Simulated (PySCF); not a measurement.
**BeNH6+, a complex of two parts: interaction energy**

The task here is to estimate one member of a computed series from the others.

Programs: PySCF 2.14.0. All values are calculated, for the isolated system unless a continuum is named. Atoms count from 0, parts from 1.

## Starting point

8 atoms, charge 1, multiplicity 1; geometry: GFN2-xTB. Parts: 1 = atoms 0–2, `[BeH2]`, charge 0; 2 = atoms 3–7, `[NH4+]`, charge 1.

Set-up of the first run:

Job settings and geometry (Å):

```
{"job": {"xc": "PBE0", "basis": "def2-SVPD", "d3": "d3bj", "grid": 2, "kind": "geom", "shake": 0.01}, "charge": 1, "multiplicity": 1, "parts": [{"atoms": "0-2", "charge": 0, "multiplicity": 1}, {"atoms": "3-7", "charge": 1, "multiplicity": 1}]}
Be     0.074467     0.139743    -0.032168
H      0.459729     1.179555    -0.671991
H     -0.386936    -0.882932     0.633616
N     -1.209124    -3.018461     2.021665
H     -2.199643    -3.251863     1.712758
H     -1.245453    -2.793713     3.024377
H     -0.618806    -3.826557     1.852886
H     -0.874259    -2.169792     1.470144
```

Started as:

```console
> OMP_NUM_THREADS=1 python cluster_run.py task.json out
```

One launch serves the whole session: the jobs run in the order shown.

Among the steps run: Relaxing the molecule at PBE0-D3(BJ)/def2-SVPD; Coupled-cluster interaction energy: CCSD(T) and MP2.

One of the session's tables, all rows but one given; the rest of the session is left out.

It belongs to the step «Coupled-cluster interaction energy: CCSD(T) and MP2». 

```
                 method  interaction energy (kcal/mol)
         HF/aug-cc-pVDZ                          -7.66
        MP2/aug-cc-pVDZ                         -10.14
       CCSD/aug-cc-pVDZ                          -9.68
    CCSD(T)/aug-cc-pVDZ                          -9.99
         HF/aug-cc-pVTZ                              ?
        MP2/aug-cc-pVTZ                         -10.43
    SCS-MP2/aug-cc-pVTZ                          -9.76
      MP2, extrapolated                         -10.55
CCSD(T), limit estimate                         -10.41
```

**Question.** Estimate the row for HF/aug-cc-pVTZ.

As computed: interaction energy (kcal/mol): -7.65. In the column «interaction energy (kcal/mol)» it is the highest.

In this run the core of Be (1s) is correlated, in a basis without core functions; only the other cores are frozen.

Limits of these values: The interaction energy leaves out the deformation of the parts, 0.64 kcal/mol (MP2); added to the CCSD(T) estimate it gives a binding of about -9.77 kcal/mol. Tight-binding geometries are rough for metal atoms; that holds for every run here that uses one unrelaxed.
